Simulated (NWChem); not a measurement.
System: tert-butyl cation (C₄H₉ cation); SMILES [C+](C)(C)C

Here is an NWChem input.

```
start job
memory heap 200 mb stack 900 mb global 1100 mb
charge 1
geometry units angstroms noautosym nocenter noautoz
  C      0.347811    -1.422513     0.002332
  C     -0.000714     0.002129    -0.001609
  C      1.059585     1.014171     0.003812
  C     -1.408431     0.412956    -0.008877
  H      0.847656    -1.631920     0.966947
  H      1.130697    -1.623787    -0.745226
  H     -0.500048    -2.097290    -0.122593
  H      0.828373     1.820223     0.715036
  H      1.017986     1.512582    -0.984971
  H      2.064217     0.617017     0.157219
  H     -1.885153    -0.002227     0.898226
  H     -1.565556     1.491587    -0.047142
  H     -1.936401    -0.092990    -0.833144
end
basis spherical
  * library def2-svp
end
dft
  xc xpbe96 cpbe96
  iterations 150
end
cosmo
  do_cosmo_smd true
  solvent chcl3
end
task dft energy
```

All runs use the structure optimised with B3LYP/6-31G* (spherical d). Solvent: chloroform.

Level: PBE/def2-SVP with SMD (1 M gas to 1 M solution), gas-phase geometry. Reactions with the solvent are ignored.

Question: Give the results of this calculation. (PBE/def2-SVP, SMD on the gas-phase geometry.) Quantities: solvation free energy (kcal/mol); cavity-dispersion-structure term (kcal/mol).

Answer: 
```yaml
solvation free energy (kcal/mol): -51.4
cavity-dispersion-structure term (kcal/mol): -2.0
```
